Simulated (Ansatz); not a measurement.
For wurtzite ZnO, PBE-D3(BJ) in Ansatz (plane waves, PAW) gives:

| Property | Result |
|---|---|
| lattice parameter a | 3.254 Å |
| c axis length | 5.256 Å |
| formation enthalpy | -1.433 eV/atom |

### Question
What does r²SCAN in Ansatz (PAW) give for the same quantities?

### Answer

- lattice constant a: 3.235 Å (falls by 0.6 %)
- lattice parameter c: 5.211 Å (drops by 0.9 %)
- formation enthalpy: -1.636 eV/atom (moves by -0.203 eV/atom)

For comparison: lattice constant a 3.248 Å (measured, 4 K, zero-point motion not removed; as tabulated in arXiv:1206.3780); lattice parameter c 5.204 Å (measured, 4 K, zero-point motion not removed; as tabulated in arXiv:1206.3780); formation enthalpy -1.800 ± 0.001 eV/atom (measured, 0 K, taken to 0 K with the table's H(298.15)-H(0) of compound and elements; zero-point energies not removed; as tabulated in Cox, Wagman, Medvedev, CODATA Key Values for Thermodynamics (1989)).

Changes are worked out from the printed values.

Unless a cell is named, each level is at its own relaxed cell (PBE-D3(BJ) 12.05, r²SCAN 11.81 Å³/atom).

Ansatz's density-functional and Hartree–Fock values are scalar-relativistic unless marked +SOC, with PAW data made under PBE.

Ansatz is a quantum-chemistry and plane-wave program.
